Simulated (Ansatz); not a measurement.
Mulliken charges of AlO (`[O]=[Al]`) radical from ωB97M-V/def2-TZVPP in Ansatz (PBE0-D4/def2-TZVP geometry).

| atom | x (Å) | y (Å) | z (Å) | charge (e) |
| --- | --- | --- | --- | --- |
| O1 | 0.000 | 0.000 | -0.025 | -0.466 |
| Al2 | 0.000 | 0.000 | 1.595 | 0.466 |

**Question.** By hand: the dipole of these point charges (1 e Å = 4.8032 D).

**Answer.** Σ q r = (0.000, 0.000, 0.755) e Å, of length 0.755 e Å = 3.63 D.

**Question.** How does the dipole of the full density compare? (Estimate.)

**Answer.** Ansatz gave: (0.000, 0.000, 0.907) e Å, 4.36 D; the point charges give 0.83 times that, at 0° from its direction.

Point charges leave out the atoms' own dipoles, such as those of lone pairs, and Mulliken's split depends on the basis, so the two needn't agree.
